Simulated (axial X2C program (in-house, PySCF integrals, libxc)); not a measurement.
# Excited states of SiH⁺ by EOM-EE-CCSD

Calculated with an in-house all-electron X2C program for linear molecules (integrals from PySCF): two-component X2C with atomic mean-field Coulomb and Gaunt terms, Gaussian nuclei, basis Si dyall-av3z, H dyall-av3z with contracted cores.

R = 1.523 Å (near the PBE0 minimum at charge 1 of the determinant lowest at the starting distance; the state shown can have its own minimum elsewhere).

Hartree–Fock spinors of SiH⁺ (one of each Kramers pair; a window near the gap, which can cut inner shells):

| ω | occupied | ε (eV) | character |
| --- | --- | --- | --- |
| 1/2 | yes | -25.06 | 49% Si s, 35% H s, 10% H p |
| 1/2 | yes | -18.01 | 51% Si p, 20% Si s, 20% H s |
| 1/2 | no | -6.95 | 81% Si p, 14% H p, 5% H d |
| 3/2 | no | -6.93 | 81% Si p, 14% H p, 5% H d |
| 1/2 | no | -2.96 | 52% H s, 39% Si s, 6% H p |
| 1/2 | no | -2.28 | 49% Si p, 40% Si d, 6% H s |
| 1/2 | no | -1.92 | 98% Si p |
| 3/2 | no | -1.92 | 98% Si p |

Vertical excitation energies from the closed-shell determinant state of SiH⁺:

| Ω | excitation (eV) | cm⁻¹ | hole of the leading pair | particle of the leading pair | weight of the pair (for Ω = 0 its time-reversed partner can hold as much again) | singles weight |
| --- | --- | --- | --- | --- | --- | --- |
| 0⁻ | 2.264 | 18258 | 50% Si pσ, 23% Si sσ, 17% H sσ | 83% Si pπ, 10% H pπ, 6% H dπ | 0.48 | 0.97 |
| 0⁺ | 2.264 | 18259 | 50% Si pσ, 23% Si sσ, 17% H sσ | 83% Si pπ, 10% H pπ, 6% H dπ | 0.48 | 0.97 |
| 1 | 2.275 | 18350 | 50% Si pσ, 23% Si sσ, 17% H sσ | 83% Si pπ, 10% H pπ, 6% H dπ | 0.49 | 0.97 |
| 2 | 2.287 | 18444 | 50% Si pσ, 23% Si sσ, 17% H sσ | 83% Si pπ, 10% H pπ, 6% H dπ | 0.96 | 0.97 |
| 1 | 3.441 | 27756 | 54% Si pσ, 26% H sσ, 12% Si sσ | 79% Si pπ, 13% H pπ, 7% H dπ | 0.48 | 0.94 |
| 0⁻ | 7.260 | 58555 | 53% Si pσ, 24% H sσ, 15% Si sσ | 44% Si dσ, 24% Si pσ, 14% H pσ | 0.47 | 0.95 |
| 1 | 7.260 | 58556 | 53% Si pσ, 24% H sσ, 15% Si sσ | 44% Si dσ, 24% Si pσ, 14% H pσ | 0.94 | 0.95 |

This point took 6.9 s on 1 thread of Intel(R) Xeon(R) Processor @ 2.30GHz, on a shared host.

Reference electrons by ω block (each with its −ω partner): 1/2: 6, 3/2: 1. 4 electrons of SiH⁺ correlated (inner shells frozen), 88 natural virtual spinors (a truncated set); levels can be off by some tenths of an eV. Roots sought by Ω: (0: 5, 1: 4, 2: 3, 3: 1); the list ends where they run out and leaves out roots under 60 % singles weight. The solver can skip a root, and states that need a further excitation, which the method places far too high, are missing though they may lie low or lowest. T1 of the reference 0.011 (Lee–Taylor). Number of frozen shells: Si 2 s, 1 p; H none.
